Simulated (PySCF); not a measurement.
**Telling isomers of C3H4 apart by NMR**

- geometry from PBE0-D3(BJ)/def2-SVP
- J couplings at B3LYP/pcJ-1
- PBE0/pcSseg-1 with gauge-including orbitals
- code: PySCF 2.14.0 with density-fitted response routines
- one averaged value for each set of equivalent atoms, single conformer, relativity neglected, no solvent model

References, each an isolated molecule treated in the same way: 1H, 13C against TMS. Multiplet labels drop J under 1 Hz and among equivalent protons, and merge close values. Unscaled 3J(H,H) run several per cent high. Shifts are as computed. Against solution values, carbons near 30 ppm lie about +2 ppm off and those near 130 ppm about +5 ppm. Of 1211 compounds with measured shifts, 218 miss one by over three times the rms of a fit or turn the order of signals round; such compounds aren't used in these exercises.

(1) Tabulate the signals of `C1=CC1`, `C#CC` and their relative energies.

(2) What is the quickest way to tell C1=CC1 from C#CC?

Answers

(1) 
```tsv
SMILES	carbon types	δC	δH	E rel. (kcal/mol)
C1=CC1	2×CH 1×CH2	118.5, 5.8	7.29 (t, 2H), 1.16 (t, 2H)	18.9
C#CC	1×C 1×CH 1×CH3	82.3, 73.5, 4.2	1.83 (d, 3H), 1.65 (q, 1H)	0.0
```

Energies are electronic energies at PBE0/pcSseg-1 on these geometries, without zero-point or thermal terms, each for the one conformer computed, which needn't be the lowest.

(2) Count the carbon signals: 2 against 3. The first has a three-membered-ring carbon (CH2) at 5.8 ppm, the second an alkyne carbon (C) at 82.3 ppm. Their most deshielded carbons lie at 118.5 and 82.3 ppm. In the proton spectra the most deshielded non-exchanging signals are 7.29 (t, J = 2.3 Hz, 2H) and 1.83 (d, J = 4.4 Hz, 3H).
